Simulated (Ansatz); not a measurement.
# AlH3Mg: the cost of one run

Method: the settings change from run to run; program: Ansatz 0.2.0, Gaussian basis.

23 further runs of the same task are left out: 1 for a known fault of the program, 16 that didn't finish, 6 set aside as unsound or not needed.

## (1) The system

The geometry derives from a PBE0/def2-TZVP stationary point (not a proven minimum). All distances are scaled together.

5 atoms, charge 0, spin multiplicity 1.

Atoms are counted from 1 here; the program's logs count them from 0.

No contacts short enough for the rule that draws bonds.

Coordinates:

```csv
atom,x (Å),y (Å),z (Å)
Al1,0.0000,0.0000,2.2787
Mg2,0.0000,0.0000,-2.6139
H3,0.0000,2.3864,3.8545
H4,0.0000,-2.3864,3.8545
H5,0.0000,0.0000,-5.6765
```

## (2) CISD/x2c-TZVPPall

Input file in.yaml:

```yaml
crystal:
  periodic: [false, false, false]
  atoms:
    - {symbol: Al, position_ang: [0.000000, 0.000000, 2.278697]}
    - {symbol: Mg, position_ang: [0.000000, 0.000000, -2.613920]}
    - {symbol: H, position_ang: [0.000000, 2.386379, 3.854475]}
    - {symbol: H, position_ang: [0.000000, -2.386379, 3.854475]}
    - {symbol: H, position_ang: [0.000000, 0.000000, -5.676512]}
basis:
  gaussian: {orbitals: x2c-TZVPPall}
correlation: {active_space: {ras: {orbitals: [4, 0, 102], electrons: 8, max_holes: 2, max_particles: 2}, fixed_orbitals: true}}
```

Command:

```
> ansatz run in.yaml --threads 1 --pin off --events-out ev --progress --plain --max-ram 2393MiB
```

What time and memory should one allow on 1 thread of Arm Neoverse V1, shared host?

About 13 s, with a peak of 0.54 GiB.
